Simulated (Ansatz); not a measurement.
Nudged elastic band run: CH8BN

Input file:

```yaml
crystal:
  periodic: [false, false, false]
  atoms:
    - { symbol: B, position_ang: [-0.173301, 0.587894, 0.206129] }
    - { symbol: "N", position_ang: [-0.085974, 0.138, 1.528468] }
    - { symbol: H, position_ang: [-0.847846, -0.324935, 2.007438] }
    - { symbol: H, position_ang: [0.73691, 0.255762, 2.103267] }
    - { symbol: H, position_ang: [0.795596, 1.135123, -0.246851] }
    - { symbol: C, position_ang: [-1.479153, 0.389202, -0.655813] }
    - { symbol: H, position_ang: [-2.296166, -0.119761, -0.12844] }
    - { symbol: H, position_ang: [-1.859069, 1.357772, -1.008783] }
    - { symbol: H, position_ang: [-1.25546, -0.188669, -1.563001] }
    - { symbol: H, position_ang: [0.601023, -3.271296, 0.988579] }
    - { symbol: H, position_ang: [0.50244, -2.534493, 1.00871] }
basis:
  gaussian: { orbitals: "6-31G*" }
hamiltonian:
  xc: b3lyp
  dispersion: d4
neb:
  order_check: false
  images: 7
  f_tol: 0.5
  max_iterations: 60
  final_atoms:
    - { symbol: B, position_ang: [-0.02178833, -0.57068149, -0.04993522] }
    - { symbol: "N", position_ang: [0.02345578, -0.39704769, 1.61966379] }
    - { symbol: H, position_ang: [-0.80302069, -0.81080383, 2.05371828] }
    - { symbol: H, position_ang: [0.05065788, 0.58855763, 1.88519962] }
    - { symbol: H, position_ang: [1.02112539, -0.05874677, -0.40836409] }
    - { symbol: C, position_ang: [-1.35581856, 0.18270347, -0.55351028] }
    - { symbol: H, position_ang: [-2.28756577, -0.2423051, -0.14559607] }
    - { symbol: H, position_ang: [-1.36903615, 1.2618051, -0.32874223] }
    - { symbol: H, position_ang: [-1.43831527, 0.10011117, -1.64517019] }
    - { symbol: H, position_ang: [-0.02757141, -1.77705204, -0.20112586] }
    - { symbol: H, position_ang: [0.84687713, -0.85194145, 2.01356526] }
  initial_path:
    images:
      - { positions_ang: [[-0.173301, 0.587894, 0.206129], [-0.085974, 0.138, 1.528468], [-0.847846, -0.324935, 2.007438], [0.73691, 0.255762, 2.103267], [0.795596, 1.135123, -0.246851], [-1.479153, 0.389202, -0.655813], [-2.296166, -0.119761, -0.12844], [-1.859069, 1.357772, -1.008783], [-1.25546, -0.188669, -1.563001], [0.601023, -3.271296, 0.988579], [0.50244, -2.534493, 1.00871]] }
      - { positions_ang: [[-0.13161101, 0.44916593, 0.15796323], [-0.05483443, 0.06394695, 1.62217175], [-0.84307094, -0.36199395, 2.11182462], [0.78545486, 0.20434158, 2.18642538], [0.849063, 0.87212232, -0.33612022], [-1.46202782, 0.32354511, -0.67882184], [-2.21619428, -0.29405385, -0.2461706], [-1.89353226, 1.26251544, -0.8417851], [-1.2501735, -0.07027077, -1.63030414], [0.46329034, -2.80853412, 0.82578947], [0.39263604, -2.21618562, 1.06873046]] }
      - { positions_ang: [[-0.08992102, 0.31043785, 0.10979745], [-0.02369487, -0.01010611, 1.71587549], [-0.83829587, -0.3990529, 2.21621123], [0.83399972, 0.15292115, 2.26958375], [0.90253, 0.60912163, -0.42538945], [-1.44490264, 0.25788821, -0.70183068], [-2.13622255, -0.46834671, -0.36390119], [-1.92799552, 1.16725888, -0.6747872], [-1.244887, 0.04812746, -1.69760727], [0.32555767, -2.34577223, 0.66299994], [0.28283208, -1.89787824, 1.12875091]] }
      - { positions_ang: [[-0.04823104, 0.17170978, 0.06163168], [0.0074447, -0.08415916, 1.80957924], [-0.83352081, -0.43611186, 2.32059785], [0.88254458, 0.10150073, 2.35274213], [0.955997, 0.34612095, -0.51465867], [-1.42777746, 0.19223132, -0.72483951], [-2.05625083, -0.64263956, -0.48163179], [-1.96245877, 1.07200232, -0.5077893], [-1.2396005, 0.16652568, -1.76491041], [0.18782501, -1.88301035, 0.50021041], [0.17302813, -1.57957085, 1.18877137]] }
      - { positions_ang: [[-0.00654105, 0.03298171, 0.01346591], [0.03858426, -0.15821221, 1.90328299], [-0.82874574, -0.47317081, 2.42498447], [0.93108944, 0.0500803, 2.43590051], [1.009464, 0.08312027, -0.6039279], [-1.41065228, 0.12657442, -0.74784835], [-1.9762791, -0.81693241, -0.59936238], [-1.99692203, 0.97674576, -0.34079139], [-1.234314, 0.28492391, -1.83221354], [0.05009235, -1.42024846, 0.33742088], [0.06322417, -1.26126347, 1.24879183]] }
      - { positions_ang: [[-0.01035287, -0.11793409, -0.00238437], [0.03480214, -0.21792108, 1.83237819], [-0.82231448, -0.55757906, 2.33216792], [0.71098155, 0.18469964, 2.29822529], [1.01237935, 0.04765351, -0.55503694], [-1.39694385, 0.14060668, -0.69926383], [-2.05410077, -0.67327559, -0.48592081], [-1.83995056, 1.04801059, -0.3377791], [-1.28531432, 0.23872072, -1.78545271], [0.03067641, -1.50944936, 0.20278419], [0.25913741, -1.15893297, 1.43998518]] }
      - { positions_ang: [[-0.01416469, -0.26884989, -0.01823466], [0.03102002, -0.27762995, 1.76147339], [-0.81588322, -0.64198732, 2.23935137], [0.49087366, 0.31931897, 2.16055006], [1.0152947, 0.01218675, -0.50614599], [-1.38323542, 0.15463895, -0.65067932], [-2.13192244, -0.52961876, -0.37247923], [-1.68297909, 1.11927543, -0.33476681], [-1.33631464, 0.19251754, -1.73869187], [0.01126047, -1.59865025, 0.06814751], [0.45505065, -1.05660246, 1.63117854]] }
      - { positions_ang: [[-0.01797651, -0.41976569, -0.03408494], [0.0272379, -0.33733882, 1.69056859], [-0.80945195, -0.72639557, 2.14653482], [0.27076577, 0.4539383, 2.02287484], [1.01821005, -0.02328001, -0.45725504], [-1.36952699, 0.16867121, -0.6020948], [-2.2097441, -0.38596193, -0.25903765], [-1.52600762, 1.19054026, -0.33175452], [-1.38731496, 0.14631435, -1.69193103], [-0.00815547, -1.68785115, -0.06648918], [0.65096389, -0.95427195, 1.8223719]] }
      - { positions_ang: [[-0.02178833, -0.57068149, -0.04993522], [0.02345578, -0.39704769, 1.61966379], [-0.80302069, -0.81080383, 2.05371828], [0.05065788, 0.58855763, 1.88519962], [1.02112539, -0.05874677, -0.40836409], [-1.35581856, 0.18270347, -0.55351028], [-2.28756577, -0.2423051, -0.14559607], [-1.36903615, 1.2618051, -0.32874223], [-1.43831527, 0.10011117, -1.64517019], [-0.02757141, -1.77705204, -0.20112586], [0.84687713, -0.85194145, 2.01356526]] }
```

Run as:

```bash
$ ansatz run input.yaml --threads 1 --pin off --max-ram 2048MiB --backend cpu --events-out ev --progress --plain --runs-dir out
```

Output, in part (warnings, iteration lines, the closing report on the highest movable image, with atoms numbered from 0):

```
NEB end point (image 0): max|allowed force component| = 1.028e-2 eV/Å (the criterion of neb.relax_end_points is 1.000e-1)
NEB end point (image 8): max|allowed force component| = 1.440e-3 eV/Å (the criterion of neb.relax_end_points is 1.000e-1)
NEB iter   1: max|band force component| = 1.069e1 eV/Å  barrier→ = 3.7672 eV  barrier← = 3.5485 eV  Δτ_max = 0.2000 Å  (202 SCF iters)
NEB iter   2: max|band force component| = 3.069e0 eV/Å  barrier→ = 2.7366 eV  barrier← = 2.5178 eV  Δτ_max = 0.2000 Å  (180 SCF iters)
NEB iter   3: max|band force component| = 1.020e1 eV/Å  barrier→ = 2.6353 eV  barrier← = 2.4165 eV  Δτ_max = 0.1002 Å  (174 SCF iters)
NEB iter   4: max|band force component| = 1.905e0 eV/Å  barrier→ = 2.1610 eV  barrier← = 1.9422 eV  Δτ_max = 0.2000 Å  (167 SCF iters)
NEB iter   5: max|band force component| = 1.725e0 eV/Å  barrier→ = 1.5027 eV  barrier← = 1.2840 eV  Δτ_max = 0.1308 Å  (169 SCF iters)
NEB iter   6: max|band force component| = 6.450e-1 eV/Å  barrier→ = 1.3234 eV  barrier← = 1.1047 eV  Δτ_max = 0.1296 Å  (157 SCF iters)
NEB iter   7: max|band force component| = 1.827e0 eV/Å  barrier→ = 1.3723 eV  barrier← = 1.1535 eV  CI = image 4  Δτ_max = 0.1990 Å  (155 SCF iters)
NEB iter   8: max|band force component| = 1.261e0 eV/Å  barrier→ = 1.8378 eV  barrier← = 1.6191 eV  CI = image 4  Δτ_max = 0.2000 Å  (165 SCF iters)
NEB iter   9: max|band force component| = 1.781e0 eV/Å  barrier→ = 2.0679 eV  barrier← = 1.8491 eV  CI = image 4  Δτ_max = 0.1000 Å  (164 SCF iters)
NEB iter  10: max|band force component| = 9.479e-1 eV/Å  barrier→ = 1.9559 eV  barrier← = 1.7371 eV  CI = image 4  Δτ_max = 0.0973 Å  (160 SCF iters)
NEB iter  11: max|band force component| = 3.824e-1 eV/Å  barrier→ = 1.9854 eV  barrier← = 1.7666 eV  CI = image 4  Δτ_max = 0.0000 Å  (323 SCF iters)
Total energy: -3332.83147579 eV, -122.4792976609 hartree
Atom 0 at     0.007444    -0.176656     0.157834 Å, force    -0.112583    -0.039113    -0.188921 eV/Å
Atom 1 at    -0.055538    -0.227410     1.724943 Å, force     0.085816    -0.062154     0.274931 eV/Å
Atom 2 at    -0.943025    -0.248108     2.210622 Å, force    -0.061400     0.064105    -0.075482 eV/Å
Atom 3 at     0.693127     0.157501     2.285369 Å, force     0.005348     0.037592    -0.052126 eV/Å
Atom 4 at     1.036279     0.297292    -0.233598 Å, force    -0.003959     0.031397    -0.008543 eV/Å
Atom 5 at    -1.377844     0.081471    -0.576362 Å, force     0.035824    -0.089386    -0.025744 eV/Å
Atom 6 at    -2.159520    -0.626569    -0.267133 Å, force    -0.012655     0.048642    -0.002271 eV/Å
Atom 7 at    -1.746009     1.090341    -0.344750 Å, force     0.028785     0.045414    -0.012163 eV/Å
Atom 8 at    -1.279874     0.006206    -1.665169 Å, force    -0.047856     0.005484    -0.016873 eV/Å
Atom 9 at     0.262123    -1.608995    -0.012590 Å, force     0.019494     0.294906     0.103667 eV/Å
Atom 10 at     0.201836    -1.320476     0.960538 Å, force     0.063185    -0.336887     0.003525 eV/Å
Dipole moment:    -0.053331    -0.020007     0.467550 e Å
```

It converged. The threshold of 0.5 eV/Å is loose, so the images may lie well off the minimum-energy path. Neighbouring images differ by up to 1.5 eV, so the band resolves the path poorly. The order of the stationary point at the top wasn't checked. The orbitals stay closed-shell, which can raise the energy where a bond breaks towards radicals; this wasn't checked here.

Final band (atoms are numbered from 1 in the order of the input):

| image | path coordinate (Å) | energy (kcal/mol) | H10–H11 (Å) | B1–H10 (Å) | N2–H11 (Å) |
| --- | --- | --- | --- | --- | --- |
| 0 | 0.00 | 0.0 | 0.74 | 4.01 | 2.79 |
| 1 | 0.85 | 0.2 | 0.74 | 3.63 | 2.80 |
| 2 | 1.71 | 1.7 | 0.74 | 3.03 | 2.63 |
| 3 | 2.56 | 10.8 | 0.75 | 2.23 | 2.15 |
| 4 | 3.41 | 45.8 | 1.02 | 1.46 | 1.36 |
| 5 | 4.06 | 16.9 | 1.69 | 1.24 | 1.02 |
| 6 | 4.70 | 7.0 | 2.32 | 1.21 | 1.02 |
| 7 | 5.35 | 5.8 | 2.42 | 1.22 | 1.02 |
| 8 | 5.99 | 5.0 | 2.55 | 1.22 | 1.02 |

Time of the run: 64 s on 1 thread of AMD EPYC 9R45 96-Core Processor (Zen 5), with other jobs on the host, peak memory 0.14 GiB.
